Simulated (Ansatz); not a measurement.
System: Li, charge -1, multiplicity 1.

Total electronic energies in hartree. Valence correlation only, unless marked. No spin-orbit coupling. No relativistic terms. 

The Hartree-Fock reference is unstable (checked in the largest basis), which strains HF and MP2. The T1 diagnostic of CCSD in the largest basis is 0.034, which is high, so the coupled-cluster rows are less sure than usual.

| level | program | energy (Eh) |
|---|---|---|
| HF/def2-QZVPPD | Ansatz | -7.42528 |
| RI-HF/def2-TZVPPD | Ansatz | -7.41883 |
| RI-HF/def2-QZVPPD | Ansatz | -7.42550 |
| CAM-B3LYP/def2-TZVPD | Ansatz | -7.48309 |
| B2PLYP/def2-TZVPD | Ansatz | -7.47800 |
| PBE-QIDH/def2-TZVPD | Ansatz | -7.46995 |
| RPA@PBE/def2-QZVPP | Ansatz | -7.47955 |
| RI-MP2/def2-TZVPPD | Ansatz | -7.43613 |
| SCS-MP2/STO-3G | Ansatz | -7.23449 |
| SCS-MP2/def2-SVP | Ansatz | -7.43031 |
| SCS-MP2/def2-TZVPP | Ansatz | -7.43875 |
| SCS-MP2/def2-QZVPPD | Ansatz | -7.44639 |
| CCSD(T)/STO-3G | Ansatz | -7.25353 |
| CCSD(T)/def2-QZVPP | Ansatz | -7.45383 |

Totals of different functionals don't rank their quality; only differences between species are comparable.

Ansatz is a program for electronic structure.
